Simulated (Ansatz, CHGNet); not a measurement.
Lattice parameter c (Å) of solids drawn from the class of elemental solids other than molecular ones, at two levels: the machine-learned potential CHGNet 0.3.0 (trained on PBE and PBE+U data), and r²SCAN (Ansatz, a program for electronic structure, plane waves, PAW).

```
solid             CHGNet 0.3.0  r²SCAN  shift (%)
----------------  ------------  ------  ---------
hcp Os                   4.314   4.317      +0.07
hcp Re                   4.474   4.461      -0.29
hcp Tc                   4.402   4.382      -0.45
hcp Mg                   5.133   5.152      +0.37
white tin (β-Sn)         3.234   3.187      -1.45
hcp Tl                   5.763   5.570      -3.35
double-hcp La           12.297  12.039      -2.10
hcp Zr                   5.251   5.153      -1.87
hcp Ti                   4.687   4.638      -1.05
hcp Zn                   4.997   4.924      -1.46
```

The shifts run from -3.35 % to +0.37 %, with a median of -1.25 %.

Over all 10 rows r²SCAN is the larger in 2.

Ansatz's runs of these crystals have no spin polarisation. Meta-GGA and hybrid levels favour moments, which can bear on hcp Ti.

Spin–orbit coupling is left out, also for the solids with elements from indium on (hcp Os, hcp Re, white tin (β-Sn), hcp Tl, double-hcp La); its size isn't shown.

Ansatz's density-functional and Hartree–Fock values are scalar-relativistic unless marked +SOC, with PAW data made under PBE.
